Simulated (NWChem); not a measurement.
System: fluorine (F₂); SMILES FF

Parts of the log:

```
             Northwest Computational Chemistry Package (NWChem) 7.3.0
             --------------------------------------------------------

 ORDER OF PRIMARY AXIS IS BEING SET TO 4
 D4H symmetry detected

                             Geometry "geometry" -> ""
                             -------------------------

 Output coordinates in angstroms (scale by  1.889725989 to convert to a.u.)

  No.       Tag          Charge          X              Y              Z
 ---- ---------------- ---------- -------------- -------------- --------------
    1 F                    9.0000     0.00000000     0.00000000     0.68822600
    2 F                    9.0000     0.00000000     0.00000000    -0.68822600

 Effective nuclear repulsion energy (a.u.)      31.1404663359

      Symmetry information
      --------------------

 Group name             D4h
 Group number             28
 Group order              16
 No. of unique centers     1

                                Z-matrix (autoz)
                                --------

 Units are Angstrom for bonds and degrees for angles

      Type          Name      I     J     K     L     M      Value
      ----------- --------  ----- ----- ----- ----- ----- ----------
    1 Stretch                  1     2                       1.37645

  xc_inp: hfexch multiplicative factor not found.

                           NWChem Geometry Optimization
                           ----------------------------

 maximum gradient threshold         (gmax) =   0.000450
 rms gradient threshold             (grms) =   0.000300
 maximum cartesian step threshold   (xmax) =   0.001800
 rms cartesian step threshold       (xrms) =   0.001200
 fixed trust radius                (trust) =   0.300000
 source of zmatrix                         =   autoz

          -------------------
          Energy Minimization
          -------------------

 Using diagonal initial Hessian
 Scaling for Hessian diagonals: bonds = 1.00  angles = 0.25  torsions = 0.10

          --------
          Step   0

                                 NWChem DFT Module
                                 -----------------

 Summary of "ao basis" -> "ao basis" (spherical)
 ------------------------------------------------------------------------------
       Tag                 Description            Shells   Functions and Types
 ---------------- ------------------------------  ------  ---------------------
 F                         def2-tzvp                11       31   5s3p2d1f

      Symmetry analysis of basis
      --------------------------

        a1g        11
        a1u         0
        a2g         0
        a2u        11
        b1g         3
        b1u         3
        b2g         3
        b2u         3
        eg         14
        eu         14

            General Information
            -------------------
          SCF calculation type: DFT
          Wavefunction type:  closed shell.
          No. of atoms     :     2
          No. of electrons :    18
           Alpha electrons :     9
            Beta electrons :     9
          Charge           :     0
          Spin multiplicity:     1
          Use of symmetry is: on ; symmetry adaption is: on
          Maximum number of iterations: 150
          AO basis - number of functions:    62
                     number of shells:    22
          Convergence on energy requested:  1.00D-06
          Convergence on density requested:  1.00D-05
          Convergence on gradient requested:  5.00D-04

              XC Information
              --------------
                     Hartree-Fock (Exact) Exchange  1.000

      Superposition of Atomic Density Guess
      -------------------------------------

 Sum of atomic energies:        -198.83615674

      Non-variational initial energy
      ------------------------------

 Total energy =    -198.623490
 1-e energy   =    -340.705518
 2-e energy   =     110.941562
 HOMO         =      -0.486997
 LUMO         =      -0.164032

      Symmetry analysis of molecular orbitals - initial
      -------------------------------------------------

 !! scf_movecs_sym_adapt:   10 vectors were symmetry contaminated

  Symmetry fudging

 !! scf_movecs_sym_adapt:   10 vectors were symmetry contaminated

  Numbering of irreducible representations:

     1 a1g         2 a1u         3 a2g         4 a2u         5 b1g
     6 b1u         7 b2g         8 b2u         9 eg         10 eu

  Orbital symmetries:

     1 a1g         2 a2u         3 a1g         4 a2u         5 a1g
     6 eu          7 eu          8 eg          9 eg         10 a2u
    11 a2u        12 a1g        13 eu         14 eu         15 eg
    16 eg         17 a1g        18 a2u        19 eu

 !! scf_movecs_sym_adapt:   12 vectors were symmetry contaminated

  Symmetry fudging

 !! scf_movecs_sym_adapt:   12 vectors were symmetry contaminated

   convergence    iter        energy       DeltaE   RMS-Dens  Diis-err
 ---------------- ----- ----------------- --------- --------- ---------
 d= 0,ls=0.0,diis     1   -198.7413977395 -2.30D+02  3.48D-03  3.67D-01
 d= 0,ls=0.0,diis     2   -198.7656545013 -2.43D-02  8.80D-04  4.62D-02
 d= 0,ls=0.0,diis     3   -198.7682057142 -2.55D-03  2.09D-04  8.97D-04
 d= 0,ls=0.0,diis     4   -198.7683007036 -9.50D-05  5.84D-05  5.45D-05
 d= 0,ls=0.0,diis     5   -198.7683066701 -5.97D-06  1.19D-05  1.63D-06
 d= 0,ls=0.0,diis     6   -198.7683068859 -2.16D-07  1.28D-06  3.35D-08

[...]

      ----------------------
      Optimization converged
      ----------------------

  Step       Energy      Delta E   Gmax     Grms     Xrms     Xmax
  ---- ---------------- -------- -------- -------- -------- --------
@    2    -198.77049174 -1.0D-05  0.00000  0.00000  0.00171  0.00297
                                     ok       ok

                                Z-matrix (autoz)
                                --------

 Units are Angstrom for bonds and degrees for angles

      Type          Name      I     J     K     L     M      Value     Gradient
      ----------- --------  ----- ----- ----- ----- ----- ---------- ----------
    1 Stretch                  1     2                       1.32816    0.00000

                         Geometry "geometry" -> "geometry"
                         ---------------------------------

 Output coordinates in angstroms (scale by  1.889725989 to convert to a.u.)

  No.       Tag          Charge          X              Y              Z
 ---- ---------------- ---------- -------------- -------------- --------------
    1 F                    9.0000     0.00000000     0.00000000     0.66408003
    2 F                    9.0000     0.00000000     0.00000000    -0.66408003

 Effective nuclear repulsion energy (a.u.)      32.2727348663

      Symmetry information
      --------------------

 Group name             D4h
 Group number             28
 Group order              16
 No. of unique centers     1

                Final and change from initial internal coordinates
                --------------------------------------------------

                                Z-matrix (autoz)
                                --------

 Units are Angstrom for bonds and degrees for angles

      Type          Name      I     J     K     L     M      Value       Change
      ----------- --------  ----- ----- ----- ----- ----- ---------- ----------
    1 Stretch                  1     2                       1.32816   -0.04829

[second-derivative integrals and response iterations left out]

  Vibrational analysis via the FX method

  See chapter 2 in "Molecular Vibrations" by Wilson, Decius and Cross

  Vib: Default input used

 ---------------------------- Atom information ----------------------------
     atom    #        X              Y              Z            mass
 --------------------------------------------------------------------------
    F        1  0.0000000D+00  0.0000000D+00  1.2549293D+00  1.8998400D+01
    F        2  0.0000000D+00  0.0000000D+00 -1.2549293D+00  1.8998400D+01
 --------------------------------------------------------------------------

[unprojected Hessian and modes left out]

[...]

 Rotational Constants
 --------------------
 A=   0.000000 cm-1  (  0.000000 K)
 B=   1.006033 cm-1  (  1.447425 K)
 C=   1.006033 cm-1  (  1.447425 K)

 Temperature                      =   298.15K
 frequency scaling parameter      =   1.0000

 Linear Molecule

 Zero-Point correction to Energy  =    1.811 kcal/mol  (  0.002887 au)
 Thermal correction to Energy     =    3.300 kcal/mol  (  0.005259 au)
 Thermal correction to Enthalpy   =    3.892 kcal/mol  (  0.006202 au)

 Total Entropy                    =   48.041 cal/mol-K
   - Translational                =   36.817 cal/mol-K (mol. weight =  37.9968)
   - Rotational                   =   11.192 cal/mol-K (symmetry #  =        2)
   - Vibrational                  =    0.031 cal/mol-K

 Cv (constant volume heat capacity) =    5.130 cal/mol-K
   - Translational                  =    2.979 cal/mol-K
   - Rotational                     =    1.986 cal/mol-K
   - Vibrational                    =    0.165 cal/mol-K

[normal modes left out]

 ----------------------------------------------------------------------------
 Normal Eigenvalue ||           Projected Infra Red Intensities
  Mode   [cm**-1]  || [atomic units] [(debye/angs)**2] [(KM/mol)] [arbitrary]
 ------ ---------- || -------------- ----------------- ---------- -----------
    1        0.000 ||    0.000000           0.000         0.000      20.605
    2        0.000 ||    0.000000           0.000         0.000       4.814
    3        0.000 ||    0.000000           0.000         0.000       6.772
    4        0.000 ||    0.000000           0.000         0.000       8.213
    5        0.000 ||    0.000000           0.000         0.000       4.972
    6     1267.648 ||    0.000000           0.000         0.000      14.624
 ----------------------------------------------------------------------------
```

Level: Hartree-Fock/def2-TZVP. 

**Question.** Write an input that gives this output.

**Answer.** One answer among several that fit: the input that was run:
```
start job
memory heap 200 mb stack 900 mb global 1100 mb
geometry units angstroms
  F      0.000000     0.000000     0.688226
  F      0.000000     0.000000    -0.688226
end
basis spherical
  F library def2-tzvp
end
dft
  xc hfexch
  iterations 150
end
driver
  maxiter 120
end
task dft optimize
task dft freq
```
